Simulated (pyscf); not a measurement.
Single points on ωB97X-D3(BJ)/def2-SVP structures (PySCF, gas phase).

For the elementary gas-phase step H₂C=CH–CH(CH₃)–OH → H₂C=CH–CH=CH₂ + H₂O (singlet surface; C–H, C–O broken, H–O formed), what barrier and reaction energy does ωB97M-D3(BJ)/def2-TZVP give, measured from the reactant's lowest minimum found?

ΔE‡ = 68.5 kcal/mol, ΔE = +14.0 kcal/mol. Zero-point energy shifts the barrier by -5.1 kcal/mol. It is an elimination, with an imaginary mode of 2053i cm⁻¹. H₂C=CH–CH(CH₃)–OH lies 18.7 kcal/mol over its isomer H₃C–CH₂–C(CH₃)=O (electronic energy, ωB97M-D3(BJ)/def2-TZVP). One saddle was located; it need not be the lowest between these sides.
